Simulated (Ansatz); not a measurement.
Anthracene C₁₄H₁₀, treated with PBE-D4 in Ansatz (PAW).

**Question.** Predict the lattice energy and volume per molecule.

**Answer.** 
* **lattice energy**: 101 kJ/mol
* **volume per molecule**: 228.22 Å³

Cost on a shared machine: around 27 core-minutes (rough).

Ansatz is a first-principles code.
